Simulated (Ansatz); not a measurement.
Born–Oppenheimer molecular dynamics of AlClH3N (6 atoms, charge 0, multiplicity 1). It starts from a relaxed structure.

Computed with Ansatz 0.2.0, RKS B3LYP-D4/cc-pVDZ.

```
ensemble                      : NVE (velocity Verlet)
time step                     : 0.5 fs
steps asked                   : 150
starting velocities drawn for : 1000 K
masses                        : H 3.016 u
seed                          : 740556
```

Frames 1 fs apart, positions in Å, forces in eV/Å.

Velocities at 35.0 fs (Å/ps):

```
Al 0.93 -1.93 1.50
N 5.48 1.62 5.27
H -4.07 -4.92 8.42
H 6.18 4.44 -4.47
H 9.37 5.89 8.15
Cl -3.85 0.37 -4.25
```

```xyz
6
Properties=species:S:1:pos:R:3:forces:R:3 time_fs=35.0 energy_less_start_eV=0.345 T=335
Al -0.097 -0.005 0.128 0.32 -0.21 0.60
N 0.090 0.020 1.948 -0.38 0.40 -4.06
H -0.431 -0.344 2.666 -1.94 -1.02 2.14
H 0.944 0.343 2.287 2.05 0.65 0.77
H 1.189 -0.062 -0.788 0.06 0.19 0.18
Cl -1.862 -0.092 -1.089 -0.11 -0.02 0.37
6
Properties=species:S:1:pos:R:3:forces:R:3 time_fs=36.0 energy_less_start_eV=0.302 T=417
Al -0.096 -0.006 0.130 0.29 -0.19 0.58
N 0.095 0.022 1.952 -0.82 0.08 -3.42
H -0.438 -0.350 2.678 -1.36 -0.64 1.46
H 0.954 0.348 2.284 1.90 0.59 0.77
H 1.199 -0.056 -0.780 0.01 0.18 0.18
Cl -1.865 -0.091 -1.094 -0.02 -0.02 0.43
6
Properties=species:S:1:pos:R:3:forces:R:3 time_fs=37.0 energy_less_start_eV=0.251 T=515
Al -0.095 -0.009 0.131 0.26 -0.17 0.52
N 0.100 0.024 1.954 -1.07 -0.22 -2.36
H -0.449 -0.358 2.694 -0.59 -0.14 0.54
H 0.969 0.356 2.283 1.36 0.37 0.63
H 1.208 -0.050 -0.771 -0.03 0.17 0.18
Cl -1.869 -0.091 -1.098 0.07 -0.02 0.48
6
Properties=species:S:1:pos:R:3:forces:R:3 time_fs=38.0 energy_less_start_eV=0.229 T=557
Al -0.093 -0.011 0.133 0.22 -0.15 0.43
N 0.104 0.025 1.954 -1.06 -0.41 -1.21
H -0.462 -0.367 2.712 0.15 0.35 -0.34
H 0.989 0.364 2.284 0.59 0.07 0.40
H 1.218 -0.042 -0.761 -0.07 0.17 0.18
Cl -1.873 -0.091 -1.102 0.16 -0.02 0.54
6
Properties=species:S:1:pos:R:3:forces:R:3 time_fs=39.0 energy_less_start_eV=0.250 T=517
Al -0.092 -0.013 0.135 0.18 -0.13 0.34
N 0.107 0.026 1.953 -0.87 -0.50 -0.20
H -0.475 -0.375 2.729 0.76 0.74 -1.05
H 1.010 0.373 2.287 -0.21 -0.25 0.15
H 1.227 -0.034 -0.751 -0.10 0.16 0.18
Cl -1.877 -0.090 -1.105 0.24 -0.03 0.59
6
Properties=species:S:1:pos:R:3:forces:R:3 time_fs=40.0 energy_less_start_eV=0.300 T=421
Al -0.091 -0.015 0.138 0.14 -0.10 0.24
N 0.110 0.028 1.952 -0.59 -0.50 0.56
H -0.485 -0.381 2.743 1.18 1.01 -1.53
H 1.031 0.381 2.290 -0.92 -0.53 -0.08
H 1.236 -0.026 -0.740 -0.13 0.15 0.17
Cl -1.881 -0.090 -1.109 0.33 -0.03 0.64
6
Properties=species:S:1:pos:R:3:forces:R:3 time_fs=41.0 energy_less_start_eV=0.354 T=317
Al -0.089 -0.017 0.140 0.10 -0.08 0.14
N 0.112 0.028 1.951 -0.31 -0.45 1.06
H -0.492 -0.383 2.751 1.42 1.16 -1.79
H 1.049 0.387 2.293 -1.46 -0.74 -0.25
H 1.244 -0.017 -0.729 -0.15 0.14 0.16
Cl -1.884 -0.090 -1.113 0.41 -0.03 0.68
6
Properties=species:S:1:pos:R:3:forces:R:3 time_fs=42.0 energy_less_start_eV=0.389 T=250
Al -0.088 -0.019 0.142 0.06 -0.05 0.07
N 0.114 0.029 1.951 -0.07 -0.37 1.29
H -0.494 -0.381 2.754 1.51 1.20 -1.86
H 1.063 0.391 2.295 -1.80 -0.87 -0.37
H 1.252 -0.008 -0.717 -0.17 0.13 0.14
Cl -1.888 -0.089 -1.116 0.48 -0.04 0.73
6
Properties=species:S:1:pos:R:3:forces:R:3 time_fs=43.0 energy_less_start_eV=0.391 T=247
Al -0.087 -0.022 0.145 0.01 -0.02 0.01
N 0.116 0.029 1.952 0.12 -0.27 1.25
H -0.491 -0.376 2.752 1.44 1.14 -1.74
H 1.070 0.392 2.295 -1.95 -0.92 -0.42
H 1.260 0.002 -0.705 -0.18 0.12 0.12
Cl -1.891 -0.089 -1.119 0.56 -0.04 0.77
6
Properties=species:S:1:pos:R:3:forces:R:3 time_fs=44.0 energy_less_start_eV=0.360 T=306
Al -0.085 -0.024 0.147 -0.03 0.01 -0.02
N 0.118 0.029 1.954 0.29 -0.15 0.94
H -0.484 -0.367 2.743 1.22 0.98 -1.43
H 1.072 0.390 2.295 -1.91 -0.90 -0.40
H 1.266 0.012 -0.692 -0.19 0.10 0.10
Cl -1.895 -0.089 -1.122 0.62 -0.05 0.81
6
Properties=species:S:1:pos:R:3:forces:R:3 time_fs=45.0 energy_less_start_eV=0.312 T=399
Al -0.084 -0.026 0.150 -0.08 0.04 -0.04
N 0.121 0.029 1.956 0.42 0.00 0.34
H -0.473 -0.355 2.730 0.82 0.72 -0.90
H 1.067 0.385 2.293 -1.66 -0.80 -0.33
H 1.272 0.022 -0.679 -0.19 0.09 0.07
Cl -1.898 -0.089 -1.124 0.69 -0.05 0.85
6
Properties=species:S:1:pos:R:3:forces:R:3 time_fs=46.0 energy_less_start_eV=0.271 T=477
Al -0.082 -0.029 0.152 -0.12 0.07 -0.04
N 0.123 0.028 1.959 0.52 0.17 -0.52
H -0.459 -0.341 2.715 0.24 0.35 -0.18
H 1.057 0.378 2.290 -1.21 -0.62 -0.19
H 1.278 0.033 -0.666 -0.19 0.08 0.04
Cl -1.901 -0.088 -1.127 0.75 -0.06 0.89
```

Of the whole run (75 fs, mean temperature of the second half 383 K): The conserved energy stayed within 0.31 meV per atom of its start (net change 0.22 meV per atom), so the integration is sound. A run of 0.075 ps of so small a system gives no equilibrium averages.

The run took 4.4 min on 1 thread of Arm Neoverse V2, with other jobs on the host, peak memory 0.12 GiB.
